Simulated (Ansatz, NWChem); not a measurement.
**Exact exchange and the HOMO–LUMO gap of C3H8O (methoxyethane)**

The species is C3H8O (12 atoms), meant as a singlet with charge 0. SMILES: `CCOC`. Geometry: relaxed at PBE0-D4/def2-TZVP. This is one conformer, not always the lowest.

The HOMO–LUMO gap y, in eV, basis 6-31G(d); a is the functional's share of exact exchange. Programs: Ansatz 0.2.0, NWChem 7.3.0.

| functional | program | a | y (eV) |
| --- | --- | --- | --- |
| TPSS | NWChem | 0 | 7.76 |
| r2SCAN | Ansatz | 0 | 8.15 |
| B3LYP | Ansatz | 0.2 | 9.36 |
| r2SCAN0 | Ansatz | 0.25 | ? |
| PBE0 | Ansatz | 0.25 | 9.97 |
| BHLYP | Ansatz | 0.5 | 12.50 |

Problem. Fit y = c + s·a to the known rows and predict r2SCAN0.

Solution. 
1. Means of the 5 rows: a = 0.1900, y = 9.548.
2. Σ(Δa)² = 0.172, Σ(Δa·Δy) = 1.5439, so the slope is 1.5439/0.172 = 8.9762.
3. Intercept: 9.548 − (8.9762) × 0.1900 = 7.843. The largest residual of the fit is 0.31.
4. r2SCAN0: 7.843 + (8.9762) × 0.25 = 10.09 eV.

The run gave 10.53 eV, so the prediction is off by -0.44 eV, about the scatter of the fit. Exact exchange lowers occupied levels and raises empty ones. The rows mix families of semi-local functionals, which the line can't see.
